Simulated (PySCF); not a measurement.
O₂, SMILES O=O (connectivity only; charge and spin as stated), charge +1, multiplicity 2. Coordinates come from a PBE-D3(BJ)/def2-TZVPD optimisation.

Level of theory: PBE-D3(BJ)/def2-TZVPD run with PySCF.

Harmonic wavenumbers (cm⁻¹): 1931. Rotational constants (GHz): 50.18 (linear); symmetry number 2.

Question: Work out the zero-point energy and the ideal-gas rigid-rotor harmonic-oscillator thermochemistry at 298.15 K and 1 atm.

Answer: ZPE = ½ Σ hcν = ½ × 1931 cm⁻¹ = 2.76 kcal/mol. H − E(el) = 4.83 kcal/mol. Entropy in cal/(mol K): translation 36.32, rotation 10.19, vibration 0.00, spin 1.38, total 47.89. G − E(el) = -9.44 kcal/mol. Cp = 6.97 cal/(mol K).
